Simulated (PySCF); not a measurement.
## Threshold energies of Cl2 in a plasma

PBE in PySCF with def2-TZVPPD on every atom, for the lowest determinant that a PBE0 search found; no spin–orbit coupling.

| species | state (unpaired electrons) | Re (Å) | ωe (cm⁻¹) | energy of the minimum from the neutral (eV) | De (eV) | dissociates to |
| --- | --- | --- | --- | --- | --- | --- |
| Cl2 | singlet (closed shell) | 2.006 | 543 | 0.00 | 2.85 | Cl + Cl |
| Cl₂⁺ | doublet (π ↑) | 1.914 | 625 | 11.14 | 4.69 | Cl⁺ + Cl |
| Cl₂⁻ | doublet (σ ↑) | 2.688 | 195 | -2.58 | 1.77 | Cl + Cl⁻ |

Task: Work out the lowest energy to break Cl2 into atoms, from its vibrational ground state.

Result: D0 = De − ωe/2 = 2.85 − 0.03 = 2.82 eV (PBE/def2-TZVPPD).

Task: Work out the ionisation energy of the Cl atom at this level and the threshold of dissociative ionisation.

Result: IE(Cl) = 11.14 + 4.69 − 2.85 = 12.98 eV, so Cl⁺ + Cl + e⁻ appears at D0 + IE(Cl) = 15.80 eV (PBE/def2-TZVPPD). The measured IE(Cl) is 12.968 eV (NIST ASD).

Task: Work out the electron affinity of the Cl atom and the threshold of dissociative attachment.

Result: EA(Cl) = 2.85 − 1.77 − (-2.58) = 3.66 eV, so Cl + Cl⁻ needs D0 − EA(Cl) = -0.84 eV (negative: it is exothermic at zero electron energy) (PBE/def2-TZVPPD). The measured EA(Cl) is 3.613 eV.

Task: At which energy does ion-pair formation open?

Result: Cl⁺ + Cl⁻ lies at D0 + IE(Cl) − EA(Cl) = 12.14 eV (PBE/def2-TZVPPD).

These are thermodynamic thresholds; the onsets seen under electron impact lie higher where the geometry changes, and cross-sections peak well above them.

States were picked by a PBE0 search and need not be the measured ground states.
